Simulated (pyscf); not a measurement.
Structures and frequencies: ωB97X-D3(BJ)/def2-SVPD in PySCF.

Task: For the elementary gas-phase step CH₄ (SMILES C) + HC⁻=O (SMILES [CH-]=O) → CH₃⁻ (SMILES [CH3-]) + H₂C=O (SMILES C=O) (singlet surface; C–H broken, C–H formed), what barrier and reaction energy does PBE0-D3(BJ)/def2-TZVPD give, measured from the separated reactants?

Result: ΔE‡ = 45.2 kJ/mol, ΔE = +102.5 kJ/mol. CCSD(T)/def2-TZVPPD + ΔMP2(QZVPPD) gives 65.5 kJ/mol and +99.6 kJ/mol. Zero-point energy shifts the barrier by -10.3 kJ/mol. It is a proton transfer, with an imaginary mode of 1283i cm⁻¹. On the product side the descent ends in a bound adduct, 62.6 kJ/mol under the separated species and 19.5 kJ/mol under the saddle at ωB97X-D3(BJ)/def2-TZVPD. At PBE0-D3(BJ) the saddle lies under the separated products, which points to a path from their complex (located at ωB97X-D3(BJ) alone), and parting the products costs more than the saddle. This is the saddle that the search found; another between the same sides may lie lower. The angle at the transferred H is 177°. The CCSD(T) − MP2 part came from Ansatz, without density fitting, on the same reference.
